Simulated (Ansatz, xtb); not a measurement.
## FH3Si2: where a starting geometry ends

The starting geometry of this gas-phase singlet has its atoms placed at random.

```xyz
6

F    -1.0897    0.1023   -0.3637
Si    0.5942   -0.7965    0.3496
Si    0.1452    2.0053   -0.0491
H    -0.6323   -0.3727    0.8766
H     0.3418    0.9261    1.5510
H     0.2538   -0.8314    1.7585
```

Guess where an optimisation with r2SCAN-D4/def2-SVP ends from this start.

It falls apart into FHSi2 + H2. Contacts that open: Si2–H4 (1.40 → 3.67 Å), Si2–H6 (1.45 → 4.30 Å). Contacts that close: F1–Si2 (2.04 → 1.90 Å), F1–Si3 (2.29 → 1.90 Å), Si2–Si3 (2.87 → 2.27 Å), Si2–H5 (2.12 → 1.72 Å), Si3–H5 (1.94 → 1.72 Å), H4–H6 (1.33 → 0.76 Å).

The energy falls by 5.65 eV over 32 steps:

| step | E − E(last) (eV) |
| --- | --- |
| 1 | 5.648 |
| 4 | 1.789 |
| 8 | 0.396 |
| 11 | 0.268 |
| 15 | 0.081 |
| 18 | 0.037 |
| 22 | 0.009 |
| 25 | 0.001 |
| 29 | 0.000 |
| 32 | 0.000 |

Final geometry (Å):

```tsv
atom	x (Å)	y (Å)	z (Å)
F	-0.5904	0.1238	-0.2708
Si	1.2416	0.4155	-0.7002
Si	-0.2440	1.9726	0.0219
H	-0.9383	-1.1825	1.7843
H	1.0785	1.2110	0.8178
H	-0.9343	-1.5073	2.4699
```

From the same start GFN2-xTB ends elsewhere, differing in F1–Si2 (3.19 against 1.90 Å here), Si2–H4 (1.47 against 3.67 Å here), Si2–H5 (3.32 against 1.72 Å here), Si2–H6 (1.48 against 4.30 Å here), H4–H6 (2.30 against 0.76 Å here).

From so rough a start the end depends on the optimiser's path, so another program may land elsewhere. The end wasn't checked by frequencies. Run with Ansatz 0.2.0, 23 s on 2 threads of Intel(R) Xeon(R) Platinum 8375C CPU @ 2.90GHz (Ice Lake), on a shared host.
